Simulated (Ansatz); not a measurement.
A run of Ansatz (development build ahead of 0.2.0) on singlet CH3F at this shape:

```xyz
5

C    -0.0173   -0.0560   -0.7554
F    -0.0355   -0.0308    0.9309
H     0.0292   -1.2900   -1.1722
H    -1.1092    0.6238   -1.2463
H     1.0853    0.5625   -1.2012
```

Its results:

- Converged: yes
- Total energy: -138.86279 hartree
- Spin squared of the determinant: 0.000

Which input gives this output? Name the method, the orbitals and the basis set, and write the input.

RHF in 6-31G. An unrestricted run that stays on the closed shell gives the same numbers.

```yaml
crystal:
  periodic: [false, false, false]
  atoms:
    - { symbol: C, position_ang: [-0.01728, -0.05598, -0.75541] }
    - { symbol: F, position_ang: [-0.03551, -0.03082, 0.9309] }
    - { symbol: H, position_ang: [0.02919, -1.28997, -1.17217] }
    - { symbol: H, position_ang: [-1.1092, 0.62383, -1.2463] }
    - { symbol: H, position_ang: [1.0853, 0.56248, -1.20121] }
basis:
  gaussian: { orbitals: "6-31G" }
hamiltonian:
  xc: hf
```

Caution: stretched shape with no unrestricted run beside it, a lower state can exist.
